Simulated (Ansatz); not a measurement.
We consider CaB6-type CaB6, described by r²SCAN (Ansatz, a quantum-chemistry and plane-wave program, PAW).

Settings: plane-wave cutoff 560 eV, 8×8×8 k mesh, Fermi–Dirac smearing 0.01 eV, scalar-relativistic PAW data made under PBE.

Computed at the level's own relaxed cell.

Task: Estimate the volume per atom, bulk modulus B0, equilibrium lattice constant a and pressure derivative B′ of the bulk modulus that the calculation returns.

Result: 
- volume per atom = 10.11 Å³/atom
- bulk modulus B0 = 154 GPa
- equilibrium lattice constant a = 4.137 Å
- pressure derivative B′ of the bulk modulus = 3.9

The run finds no gap.

Measured, for comparison: equilibrium volume per atom 10.22 Å³/atom, lattice constant a 4.151 Å (temperature not stated, no zero-point or thermal correction; as tabulated in Singh (2010), arXiv:1009.1807); bulk modulus 170 ± 5 GPa (room temperature, no zero-point or thermal correction; as tabulated in Structural stability and vibrational characteristics of CaB6 under high …). Computed (rounded) less measured: equilibrium volume per atom -1.1 %, bulk modulus -9 %, lattice constant a -0.3 %. A static lattice is as a rule a little smaller and stiffer than an uncorrected measurement, which narrows the difference in the equilibrium volume per atom, lattice constant a and would widen misses of the other sign.

Note: the gap of the solid is closed in this run; this level leaves the solid without a gap, although one is measured; the bulk modulus comes from volumes at which shape and atoms were relaxed.
